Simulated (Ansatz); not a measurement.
# HO (doublet): wave-function methods side by side at distance O1–H2 = 3.235 Å, cc-pVDZ

Aim: climb from Hartree-Fock through coupled cluster and multireference methods for HO (doublet) at one geometry and basis, and see what each rung misses.

Method: cc-pVDZ, core rule «outside noble gas», up to 1 orbitals frozen; program: Ansatz 0.2.0, Gaussian basis.

To be run: UHF; CCSD(T) on ROHF; CCSD(T) on UHF; BCCD(T) on ROHF; CISD; CCSDT(Q) on ROHF; CCSDT(Q) on UHF; CISDTQ; CCSDTQ on ROHF; CCSDTQ on UHF; CASSCF and MRCISD+Q, 3 electrons in 3 orbitals; CASSCF and NEVPT2, 3 electrons in 3 orbitals; CASSCF and MRCISD+Q, 7 electrons in 5 orbitals; CASSCF and NEVPT4(SD), 7 electrons in 5 orbitals; CASSCF and NEVPT2, 7 electrons in 5 orbitals; Full CI.

18 further runs of the same task are left out: 14 that didn't finish, 4 set aside as unsound or not needed.

### Step 1. The geometry

The geometry derives from a PBE0/def2-TZVP stationary point (not a proven minimum). One bond is set to the value named and the two fragments are kept rigid.

2 atoms, charge 0, spin multiplicity 2.

Atoms are counted from 1 here; the program's logs count them from 0.

No contacts short enough for the rule that draws bonds.

As a file:

| atom | x (Å) | y (Å) | z (Å) |
| --- | --- | --- | --- |
| O1 | 0.0000 | 0.0000 | 0.0000 |
| H2 | 0.0000 | 0.0000 | 3.2350 |

### Step 2. UHF

Contents of in.yaml:

```yaml
crystal:
  periodic: [false, false, false]
  atoms:
    - {symbol: O, position_ang: [0.000000, 0.000000, 0.000000]}
    - {symbol: H, position_ang: [0.000000, 0.000000, 3.235000]}
basis:
  gaussian: {orbitals: cc-pVDZ}
magnetization: {spin_polarized: true, initial_magnetization: 1}
hamiltonian: {xc: hf}
output: {orbitals: {seedname: orbitals}}
```

Started as:

```sh
$ ansatz run in.yaml --threads 1 --pin off --events-out ev --progress --plain --max-ram 2393MiB
```

Further steps of the session: CCSD(T) on ROHF; CCSD(T) on UHF; BCCD(T) on ROHF; CISD; CCSDT(Q) on ROHF; CCSDT(Q) on UHF; CISDTQ; CCSDTQ on ROHF; CCSDTQ on UHF; CASSCF and MRCISD+Q, 3 electrons in 3 orbitals; CASSCF and NEVPT2, 3 electrons in 3 orbitals; CASSCF and MRCISD+Q, 7 electrons in 5 orbitals; CASSCF and NEVPT4(SD), 7 electrons in 5 orbitals; CASSCF and NEVPT2, 7 electrons in 5 orbitals; Full CI.

**Question.** What will the summary of the whole plan be? Wanted: FCI below the RHF energy; RMP2 from FCI; UMP2 from FCI; RCCSD from FCI; RCCSD(T) from FCI; UCCSD(T) from FCI; RCCSDT(Q) from FCI; UCCSDT(Q) from FCI; NEVPT2 pair from FCI.

**Answer**, as computed:

| quantity | value |
| --- | --- |
| FCI below the RHF energy | -6.6689 eV |
| RMP2 from FCI | +184.9 kJ/mol |
| UMP2 from FCI | +42.3 kJ/mol |
| RCCSD from FCI | +4.7 kJ/mol |
| RCCSD(T) from FCI | +3.2 kJ/mol |
| UCCSD(T) from FCI | +0.7 kJ/mol |
| RCCSDT(Q) from FCI | -5.0 kJ/mol |
| UCCSDT(Q) from FCI | +0.1 kJ/mol |
| NEVPT2 pair from FCI | +40.8 kJ/mol |
| MRCISD+Q pair from FCI | -1.7 kJ/mol |
| NEVPT2 valence from FCI | +64.3 kJ/mol |
| levels within 1 kcal/mol (43 meV) | UCCSD, RCCSD(T), UCCSD(T), BCCD(T), RCCSDT, UCCSDT, CISDTQ, UCCSDT(Q), RCCSDTQ, UCCSDTQ, MRCISD+Q pair, NEVPT4(SD) valence, MRCISD+Q valence |
| T1 diagnostic | 0.368 |
| effectively unpaired electrons | 2.99 |

RCCSD(T) misses by +3.2 kJ/mol, 0.5 % of the correlation energy. CCSD(T) misses by +3.2 kJ/mol on the restricted determinant and by +0.7 kJ/mol on the unrestricted one; the two need not hold the same state or core. RCCSDT(Q), MRCISD+Q pair, MRCISD+Q valence fall below full CI, which methods that aren't variational can do. The occupations show strong static correlation (3.0 unpaired electrons where one determinant has 1). Coupled cluster on one determinant still stays close here. Of the multireference levels listed MRCISD+Q pair comes nearest in total energy (-1.7 kJ/mol), which doesn't show that its space is the better one. Coupled cluster took another determinant than the lowest Hartree-Fock one. These misses are within one basis, not against nature; the frozen cores of restricted and unrestricted runs differ, which can shift their rows.
